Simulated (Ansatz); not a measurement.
Calculated with Ansatz (gas phase, PBE0-D4/def2-TZVP geometries, no zero-point term in ΔE). CCSD(T)/CBS adds triple-zeta CCSD(T) − MP2 to the extrapolated MP2 energy (def2 sets, frozen cores). This one scheme is used for every species, atoms too. Open shells (•) are unrestricted, without spin–orbit coupling. Spin–orbit coupling would lower the free atoms: a little for Cl.

`CC(F)(F)F` + Cl• → `[CH2]C(F)(F)F`• + HCl  (hydrogen abstraction from a C–H bond)

```
          level  ΔE (kJ/mol)
CCSD/def2-TZVPP         34.9
  MP2/CBS(def2)         24.5
```

What does CCSD(T)/CBS give? (An estimate is asked.)

The calculation gave: +28.0 kJ/mol. The listed levels differ from it by 6.9, -3.5 kJ/mol.

Largest T1 diagnostic among the species: 0.012.

At CCSD(T), def2-SVP lies +22.8 kJ/mol from the extrapolated value and def2-TZVPP +4.8 kJ/mol. From PBE to PBE0 (25 % exact exchange), in def2-TZVPP and without D4, ΔE moves by +7.1 kJ/mol. In def2-TZVPP, CCSD(T) changes the Hartree–Fock value by −10.6 kJ/mol (the triples alone add −2.1 kJ/mol) and MP2 by −14.0 kJ/mol.

CCSD(T)/CBS has its own doubt, a few kJ/mol and more with outer-core shells, so smaller differences from it don't rank the levels.
